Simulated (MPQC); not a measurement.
# BH3O (SMILES BO): levels of theory compared

Wanted: a comparison of 6 runs (HF/STO-3G, HF/3-21G, HF/def2-SVP, PBE/6-31G, SVWN5/3-21G, B3LYP/6-31G*) of BH3O. 

The results are computed with MPQC 2.3.1.

3 further runs of the same task are left out: 1 that didn't finish, 2 set aside as unsound or not needed.

### Step 1. The system as given

The species is BH3O (5 atoms), meant as a singlet with charge 0. SMILES: `BO`. The shape is that of a PBE0-D4/def2-TZVP optimisation.

Bond lengths: B1–O2 1.348 Å, B1–H3 1.196 Å, B1–H4 1.202 Å, O2–H5 0.961 Å. Angles: B1–O2–H5 113.5°, O2–B1–H3 116.8°, O2–B1–H4 120.7°, H3–B1–H4 122.5°.

### Step 2. Energy and gradient at HF/STO-3G (run 1)

Input file input.in:

```
% BH3O
molecule<Molecule>: (
  symmetry = c1
  unit = bohr
  { atoms geometry } = {
    B  [ -0.42821194    -0.66669538     0.14116254 ]
    O  [ 0.78140175     1.51518241     0.65365627 ]
    H  [ -1.55014234    -1.63555796     1.84777420 ]
    H  [ -0.36018180    -1.56639398    -1.94282743 ]
    H  [ 1.65162063     2.21438107    -0.77800025 ]
  }
)
basis<GaussianBasisSet>: (
  name = "STO-3G"
  molecule = $:molecule
  basisdir = "."
  puream = yes
)
mpqc: (
  checkpoint = no
  savestate = no
  restart = no
  do_energy = yes
  do_gradient = yes
  optimize = no
  mole<CLHF>: (
    molecule = $:molecule
    basis = $:basis
    total_charge = 0
    memory = 1000000000
    print_evals = yes
    print_npa = yes
    maxiter = 120
    value_accuracy = 1e-08
    guess_wavefunction<CLHF>: (
      molecule = $:molecule
      total_charge = 0
      memory = 1000000000
      value_accuracy = 1e-3
      basis<GaussianBasisSet>: (
        name = "STO-3G"
        molecule = $:molecule
      )
    )
  )
)
```

The basis set STO-3G is read from a file made from the Basis Set Exchange's data (not shown).

On the command line:

```bash
$ mpqc input.in > input.out
```

Standard output:

```text
MPQC: Massively Parallel Quantum Chemistry
[...]
  LUMO is     9   A =   0.306625
  total scf energy =  -99.9836144288
[...]
Value of the MolecularEnergy:  -99.9836144288
  Gradient of the MolecularEnergy:
      1   -0.0012414803
      2   -0.0002419941
      3    0.0034712008
      4    0.0228034978
      5    0.0250294892
      6   -0.0235967580
      7   -0.0106479940
      8   -0.0083560483
      9    0.0179656733
     10    0.0021999904
     11   -0.0073729032
     12   -0.0224628496
[...]
      symmetry = c1
[...]
```

Wall time 0.18 s (1 thread of AMD EPYC 7B13 (Zen 3), shared host).

### Step 3. Energy and gradient at HF/3-21G (run 2)

Input file job.in:

```
% emacs should use -*- KeyVal -*- mode
molecule<Molecule>: (
    symmetry = c1
    unit = angstrom
    { atoms geometry } = {
        B  [ -0.226600      -0.352800       0.074700 ]
        O  [ 0.413500       0.801800       0.345900 ]
        H  [ -0.820300      -0.865500       0.977800 ]
        H  [ -0.190600      -0.828900      -1.028100 ]
        H  [ 0.874000       1.171800      -0.411700 ]
    }
)
basis<GaussianBasisSet>: (
    name = "3-21G"
    molecule = $:molecule
    basisdir = "."
    puream = yes
)
mpqc: (
    checkpoint = no
    savestate = no
    restart = no
    do_energy = yes
    do_gradient = yes
    optimize = no
    mole<CLHF>: (
        molecule = $:molecule
        basis = $:basis
        total_charge = 0
        memory = 1000000000
        print_evals = yes
        print_npa = yes
        maxiter = 120
        value_accuracy = 1e-08
        guess_wavefunction<CLHF>: (
            molecule = $:molecule
            total_charge = 0
            memory = 1000000000
            value_accuracy = 1e-3
            basis<GaussianBasisSet>: (
                name = "STO-3G"
                molecule = $:molecule
            )
        )
    )
)
```

The basis set 3-21G is read from a file made from the Basis Set Exchange's data (not shown).

On the command line:

```bash
$ mpqc job.in > job.out
```

Standard output:

```text
MPQC: Massively Parallel Quantum Chemistry
[...]
  LUMO is     9   A =   0.143765
  total scf energy = -100.7601093996
[...]
Value of the MolecularEnergy: -100.7601093996
  Gradient of the MolecularEnergy:
      1    0.0177268891
      2    0.0270728514
      3   -0.0027425461
      4   -0.0096676279
      5   -0.0141158096
      6    0.0028186901
      7   -0.0027993682
      8   -0.0017942855
      9    0.0055801079
     10    0.0009616700
     11   -0.0005501959
     12   -0.0042735348
[...]
      symmetry = c1
[...]
```

Wall time 0.24 s (1 thread of AMD EPYC 7B13 (Zen 3), shared host).

Runs 3 to 5 aren't shown in full; the table further down has their settings and results.

### Step 4. Energy and gradient at B3LYP/6-31G(d) (spherical functions) (run 6)

Input file input.in:

```
% BH3O
molecule<Molecule>: (
   symmetry = c1
   unit = bohr
   { atoms geometry } = {
      B  [ -0.42821194 -0.66669538 0.14116254 ]
      O  [ 0.78140175 1.51518241 0.65365627 ]
      H  [ -1.55014234 -1.63555796 1.84777420 ]
      H  [ -0.36018180 -1.56639398 -1.94282743 ]
      H  [ 1.65162063 2.21438107 -0.77800025 ]
   }
)
basis<GaussianBasisSet>: (
   name = "6-31G*"
   molecule = $:molecule
   basisdir = "."
   puream = yes
)
mpqc: (
   checkpoint = no
   savestate = no
   restart = no
   do_energy = yes
   do_gradient = yes
   optimize = no
   mole<CLKS>: (
      molecule = $:molecule
      basis = $:basis
      total_charge = 0
      memory = 1000000000
      print_evals = yes
      print_npa = yes
      maxiter = 120
      value_accuracy = 1e-08
      functional<StdDenFunctional>: ( name = "B3LYP" )
      integrator<RadialAngularIntegrator>: ( grid = xfine )
      guess_wavefunction<ExtendedHuckelWfn>: (
         molecule = $:molecule
         total_charge = 0
         multiplicity = 1
         basis<GaussianBasisSet>: (
            name = "STO-3G"
            molecule = $:molecule
         )
      )
   )
)
```

The basis set 6-31G* is read from a file made from the Basis Set Exchange's data (not shown).

On the command line:

```bash
$ mpqc input.in > input.out
```

Standard output:

```text
MPQC: Massively Parallel Quantum Chemistry
[...]
  CLSCF::init: total charge = 0
[...]
  nbasis = 34
[...]
  Integrated electron density error = 0.001655903854
  iter     1 energy = -101.0056291034 delta = 1.52251e-01
  Integrated electron density error = 0.000007210061
  iter     2 energy = -101.6901995038 delta = 6.49445e-02
[...]
  Integrated electron density error = 0.000000256541
  iter    10 energy = -101.9046966856 delta = 3.62975e-07
  Integrated electron density error = 0.000000256541
  iter    11 energy = -101.9046966856 delta = 1.23785e-07
  Integrated electron density error = 0.000000256542
  iter    12 energy = -101.9046966856 delta = 1.12711e-08
[...]
  LUMO is     9   A =  -0.001790
  total scf energy = -101.9046966856
[...]
  Integrated electron density error = 0.000000255418
  Total Gradient:
[...]
Value of the MolecularEnergy: -101.9046966856
  Gradient of the MolecularEnergy:
      1    0.0019195932
      2    0.0041527114
      3    0.0021466432
      4    0.0016026235
      5   -0.0016967439
      6   -0.0087675084
      7   -0.0003868653
      8   -0.0005278097
      9    0.0002152388
     10    0.0003210240
     11    0.0004496177
     12   -0.0000961754
[...]
        symmetry = c1
[...]
```

It took 9 s on 1 thread of AMD EPYC 7B13 (Zen 3), shared host.

### Step 5. All runs side by side

```
run                               level  integration grid  starting guess  energy (Eh)  HOMO energy (eV)  LUMO energy (eV)  HOMO–LUMO gap (eV)  wall time
  1                           HF/STO-3G                 –          STO-3G   -99.983614            -10.71              8.34               19.05     0.18 s
  2                            HF/3-21G                 –          STO-3G  -100.760109            -12.41              3.91               16.32     0.24 s
  3                         HF/def2-SVP                 –          STO-3G  -101.249810            -12.56              3.47               16.03     0.97 s
  4                           PBE/6-31G             xfine          STO-3G  -101.734797             -7.08             -1.07                6.00      6.6 s
  5                         SVWN5/3-21G             xfine          STO-2G  -100.486123             -6.94             -1.12                5.81      3.6 s
  6  B3LYP/6-31G* (spherical functions)             xfine   huckel STO-3G  -101.904697             -8.42             -0.05                8.37        9 s
```

### Step 6. Results

| quantity | value |
| --- | --- |
| run 6: total energy | -101.90470 Eh |
| run 6: HOMO energy | -8.42 eV |
| run 6: LUMO energy | -0.05 eV |
| run 6: HOMO–LUMO gap | 8.37 eV |
| run 6: largest force on an atom | 0.467 eV/Å |

In words: The HOMO–LUMO gap runs from 5.81 eV (SVWN5/3-21G) to 19.05 eV (HF/STO-3G). The two ends differ in method and basis. Totals of different functionals can't be ranked against each other. In run 1 the basis is minimal, so the values are rough. All runs together took 21 s, the longest 9 s.
